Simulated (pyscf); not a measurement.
Single points on ωB97X-D3(BJ)/def2-SVP structures (PySCF, gas phase).

**Question.** Estimate by transition-state theory the rate constant of HO–GaH–OH + hydrogen (H₂) → HO–GaH₂ + water (H₂O) (singlet surface; Ga–O, H–H broken, Ga–H, H–O formed) at 600 K, with ωB97M-D3(BJ)/def2-TZVP energies (ideal gas, 1 atm, RRHO with modes under 100 cm⁻¹ raised to 100, one conformer, R ln 2 for chiral ones without a mode under 150 cm⁻¹; no tunnelling).

**Answer.** The electronic barrier is 23.7 kcal/mol and the thermal terms add +17.6, so ΔG‡ = 41.3 kcal/mol. With k_BT/h = 1.25e+13 s⁻¹ and RT = 1.192 kcal/mol, and a volume of 8.18e-20 cm³ per molecule at 1 atm, k = 8.9e-22 cm³ molecule⁻¹ s⁻¹. Wigner's tunnelling factor for 1321i cm⁻¹ would be 1.42, likely too low at so high a frequency. A shift of 1 kcal/mol in the barrier changes k by a factor 2.3. On the product side the descent ends in an adduct with a Ga–O contact, 16.8 kcal/mol under the separated species and 28.4 kcal/mol under the saddle at ωB97X-D3(BJ)/def2-TZVP. What is counted as broken (Ga–O) persists as a longer contact in the product adduct; parting that adduct is a step of its own. At the saddle there is also a short Ga–H contact that neither side keeps. This is the saddle that the search found; another between the same sides may lie lower. Elements up to Kr have no core potential and no relativistic terms here.
